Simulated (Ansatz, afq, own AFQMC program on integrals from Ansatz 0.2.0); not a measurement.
## GeNH3, triplet: AFQMC among the cluster methods

```yaml
atoms:
  - { symbol: Ge, position_ang: [-0.0479, 0.0000, 0.3043] }
  - { symbol: N, position_ang: [0.1950, 0.0000, -1.5446] }
  - { symbol: H, position_ang: [0.7099, -1.2595, 0.8071] }
  - { symbol: H, position_ang: [0.7099, 1.2595, 0.8071] }
  - { symbol: H, position_ang: [-0.6771, 0.0000, -2.0801] }
```

Connectivity, by distances: GeH2–NH.

Basis cc-pVDZ. Only valence electrons are correlated. Ansatz 0.2.0 and our own AFQMC program on the same integrals; the CISD trial comes from CCSD amplitudes, and released means the phaseless constraint is let go. Free projection: walkers drawn from exp(T), propagated without any constraint. Its projection time is finite, and what remains of the start isn't in its error. Uncertainties: one standard error, sampling alone. No spin–orbit coupling.

Determinant: ROHF, the one that the program's search chose, which needn't be the lowest solution. The geometry is a point of a scan.

No full CI on the walks' own integrals is used here; CCSDT(Q) serves as the reference and is uncertain by about the last step of the cluster series.

Cautions: no relativity below Rb; no spin-orbit coupling; inner d shell frozen; lower spins were not checked; the ph-AFQMC/CISD walk drifts between its halves (2.4 errors).

The T1 diagnostic is 0.0279 and the weight of the determinant in the CISD state is 0.877. The size of the correlated space is 12 electrons in 41 orbitals.

| level | correlation energy (eV) |
| --- | --- |
| MP2 | -6.0864 |
| CCSD | -7.0406 |
| CCSD(T) | -7.2179 |

Estimate where phaseless AFQMC with the Hartree–Fock trial lies against CCSD(T) on the same integrals.

1.66 ± 2.02 mEh below CCSD(T). The gap is under twice the noise, so this walk alone can't tell the two apart.

Reference: CCSDT(Q), correlation energy -7.261 eV. The released energy is read at 2.40 1/Eh (meV from the phaseless value at times in 1/Eh: -4 ± 11 at 0.24, -10 ± 13 at 0.51, -25 ± 12 at 0.99, -33 ± 18 at 1.62, -33 ± 18 at 2.40).

```csv
level,E − E(reference) (mEh),share of correlation (%)
CCSD(T),1.57,99.41
CCSDT,0.46,99.83
ph-AFQMC/HF,-0.09 ± 2.02,100.03
ph-AFQMC/CISD,0.36 ± 0.41,99.86
released AFQMC,-0.86 ± 0.65,100.32
free AFQMC,-0.22 ± 0.52,100.08
```

Free projections are given only where their last times agree within the noise and don't stop above the reference; a slow remainder of the start can still hide under it. A walk keeps the symmetry of its determinant, which the program's search chose and which needn't be the lowest solution, so a lower state of the same spin and another symmetry isn't excluded. Released energies are given only where the last usable release times agree within the noise; a slower fall can still hide under it.
